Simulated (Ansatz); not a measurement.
Reaction (substitution at a C–C bond): `FC(F)C(F)F` + CH₃OH → `COC(F)F` + difluoromethane

Computed with Ansatz on PBE0-D4/def2-TZVP structures; ΔE is electronic, products minus reactants. CBS: MP2 limit from def2 TZ/QZ plus the TZ coupled-cluster correction, frozen cores. This one scheme is used for every species. Functionals use def2-TZVPP. HSE06 is defined as in plane-wave codes. One conformer a species, not always the lowest.

Q: Is it downhill or uphill in electronic energy at CCSD(T)/CBS, and by how much? (An estimate is asked.)

A: Computed: Downhill: ΔE = -17.9 kJ/mol.

Q: What do these levels give: r2SCAN-D4, PBE0-D4, r2SCANh-D4, HSE06-D4, BHLYP-D4, CAM-B3LYP-D4, BLYP, r2SCAN, CAM-B3LYP, LC-ωPBE, SCS-MP2/def2-QZVPP, MP2/CBS(def2)? (Best estimate.)

A: Computed: r2SCAN-D4 -22.6, PBE0-D4 -21.3, r2SCANh-D4 -22.6, HSE06-D4 -21.3, BHLYP-D4 -24.2, CAM-B3LYP-D4 -23.6, BLYP -23.3, r2SCAN -22.6, CAM-B3LYP -23.6, LC-ωPBE -20.4, SCS-MP2/def2-QZVPP -20.3, MP2/CBS(def2) -18.6 kJ/mol.

Largest T1 diagnostic among the species: 0.012.

In def2-TZVPP, CCSD(T) changes the Hartree–Fock value by +6.2 kJ/mol (the triples alone add −0.5 kJ/mol) and MP2 by +5.5 kJ/mol. Leaving LDA and LC-ωPBE aside and taking each functional with its dispersion term where it has one, the values, not all of them listed here, spread over 4.0 kJ/mol, from BHLYP-D4 to ωB97M-V.
